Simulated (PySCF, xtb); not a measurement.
CH₃NO, SMILES NC=O.

GFN2-xTB (xtb 6.7.1) at its own geometry gives an orbital gap of 5.15 eV and a dipole moment of 4.32 D.

Geometry: B3LYP-D3(BJ)/def2-TZVP. One conformer was computed; it need not be the lowest.

Q: What does PBE/def2-TZVPD (PySCF) give? (The exact figures need the calculation; the answer reports its results.)

A: gap 5.26 eV (levels -6.04 and -0.78 eV), dipole 3.82 D.
